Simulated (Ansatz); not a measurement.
System: 2H MoTe2. Method: rVV10 in Ansatz (PAW).

Settings: plane-wave cutoff 500 eV, 12×12×4 k mesh (along the axes of the cell as run), gaussian smearing 0.02 eV, scalar-relativistic PAW data made under PBE.

Computed at the level's own relaxed cell.

**Question.** Estimate the equilibrium volume per atom, lattice parameter a and lattice parameter c that the calculation returns.

**Answer.** 
- equilibrium volume per atom = 26.58 Å³/atom
- lattice parameter a = 3.598 Å
- lattice parameter c = 14.221 Å

Measured, for comparison: lattice constant a 3.518 Å, lattice parameter c 13.974 Å (300 K, no zero-point or thermal correction; as tabulated in arXiv:1605.07067). Computed (rounded) less measured: lattice constant a +2.3 %, lattice parameter c +1.8 %.

Spin–orbit coupling is not included.

The computed numbers hold no vibrational or temperature effects.

It cost about 6 core-minutes (a rough figure) of CPU time.

Ansatz is an electronic-structure program.
